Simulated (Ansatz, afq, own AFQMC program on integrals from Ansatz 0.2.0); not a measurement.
# GeNH₃, triplet: AFQMC among the cluster methods

```xyz
5

Ge    0.0000    0.0659    0.5235
N     0.0000   -0.2581   -2.3935
H     0.0000   -1.2969    1.2838
H     0.8260    0.0691   -2.8764
H    -0.8260    0.0691   -2.8764
```

Connectivity, by distances: GeH ··· NH2.

Basis cc-pVDZ. Only valence electrons are correlated. Integrals, coupled cluster, full CI and functionals: Ansatz 0.2.0; the random walks run on the same integrals in our own AFQMC program. The CISD trial takes its coefficients from CCSD amplitudes. Released means that phaseless walkers are propagated on without the constraint, phases kept. ± is one standard error of the sampling. No spin–orbit coupling.

Determinant: ROHF, the one that the program's search chose, which needn't be the lowest solution. The geometry is a point of a scan.

No full CI on the walks' own integrals is used here; CCSDT(Q) serves as the reference and is uncertain by about the last step of the cluster series.

Cautions: no relativity below Rb; no spin-orbit coupling; inner d shell frozen; lower spins were not checked.

The T1 diagnostic is 0.0200 and the weight of the determinant in the CISD state is 0.879. The size of the correlated space is 12 electrons in 41 orbitals.

Reference: CCSDT(Q), correlation energy -7.085 eV. The released energy is read at 1.62 1/Eh, later times being too noisy (meV from the phaseless value at times in 1/Eh: -27 ± 15 at 0.24, -1 ± 15 at 0.51, -23 ± 18 at 0.99, -29 ± 18 at 1.62, -5 ± 29 at 2.40).

```
         level  E − E(reference) (kcal/mol)  share of correlation (%)
            HF                       163.38                      0.00
           MP2                        28.40                     82.62
          CCSD                         3.79                     97.68
       CCSD(T)                         0.79                     99.51
         CCSDT                         0.20                     99.88
   ph-AFQMC/HF                  0.34 ± 1.16                     99.79
 ph-AFQMC/CISD                  0.15 ± 0.34                     99.91
released AFQMC                 -0.51 ± 0.41                    100.31
```

A walk keeps the symmetry of its determinant, which the program's search chose and which needn't be the lowest solution, so a lower state of the same spin and another symmetry isn't excluded. Released energies are given only where the last usable release times agree within the noise; a slower fall can still hide under it.
